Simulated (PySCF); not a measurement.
## Shieldings and the share of exact exchange

Molecule: `C=C(F)CF`, C3H4F2.

Geometry (Å), atoms numbered from 1 in this order:
```xyz
9

C     1.2966    0.0061    0.5720
C     0.2216    0.4746   -0.0456
F     0.1263    1.7432   -0.4552
C    -1.0213   -0.2824   -0.3857
F    -0.9349   -1.5770    0.0274
H     1.3144   -1.0380    0.8818
H     2.1532    0.6514    0.7701
H    -1.1819   -0.2497   -1.4788
H    -1.8900    0.2045    0.0937
```

GIAO shieldings (ppm, equivalent atoms averaged) in PySCF 2.14.0 with density-fitted response routines on the PBE0-D3(BJ)/def2-SVP geometry, basis pcSseg-2, gas phase, non-relativistic:

```tsv
functional	exact exchange (%)	σ(C2)	σ(C4)	σ(F3)	σ(F5)
BLYP	0	-3.2	89.4	272.5	415.6
BP86	0	2.5	94.4	271.8	419.3
PBE	0	2.3	94.3	269.7	418.2
PBE0	25	7.8	102.1	292.4	431.3
mPW1PW91	25	7.1	101.5	293.2	431.2
BHandHLYP	50	8.2	104.8	315.0	440.2
HF	100	20.7	118.4	347.2	456.7
```

**Question.** Fit each shielding as a line in the percentage of exact exchange.

**Answer.** σ(C2) = 1.0 + 0.19 x (rms 2.2 ppm); σ(C4) = 93.5 + 0.25 x (rms 2.0 ppm); σ(F3) = 272.5 + 0.77 x (rms 2.1 ppm); σ(F5) = 419.1 + 0.39 x (rms 2.0 ppm). The functionals also differ in their semilocal parts, which the line can't hold; Hartree–Fock has no correlation at all.

**Question.** What does the line predict for B3LYP (20 %), and what does the run give?

**Answer.** σ(C2): 4.8 predicted, 1.4 computed; σ(C4): 98.5 predicted, 96.1 computed; σ(F3): 287.9 predicted, 290.8 computed; σ(F5): 426.9 predicted, 426.9 computed ppm.
